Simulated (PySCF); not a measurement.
**Electron affinity of P by level of theory**

P⁻ [Ne] 3s2 3p4 (3P) → P [Ne] 3s2 3p3 (4S), as a difference of total energies. Computed with PySCF 2.14 in dyall-av3z (19s12p3d2f, 84 functions), with scalar relativity by spin-free X2C-1e. Correlated levels: valence: [Ne] frozen; virtual orbitals above 40 to 60 times the deepest correlated orbital energy dropped. The calculations carry no spin-orbit coupling.

```
           method  electron affinity (eV)
              UHF                  -0.336
              LDA                   1.032
              PBE                   0.880
             PBE0                   0.776
           r2SCAN                   0.771
            B3LYP                   0.956
          LC-wPBE                   0.742
            TPSSh                   0.804
        CAM-B3LYP                   0.880
    MP2 (valence)                   0.459
SCS-MP2 (valence)                   0.530
```

A first-order spin-orbit estimate (lowest level to lowest level, LS coupling) adds 0.012 eV.

Errors of the correlated levels include the incompleteness of this basis and the frozen core.

A negative affinity means that the anion lies above the atom at that level of theory.

In the anion the highest occupied orbital energy is positive at LDA, PBE, PBE0, r2SCAN, B3LYP, TPSSh, a self-interaction effect; the basis confines that electron, and the energy difference can still be sensible.

For comparison: 0.747 eV (measured; photodetachment measurements, as compiled on the Wikipedia data page of electron affinities).
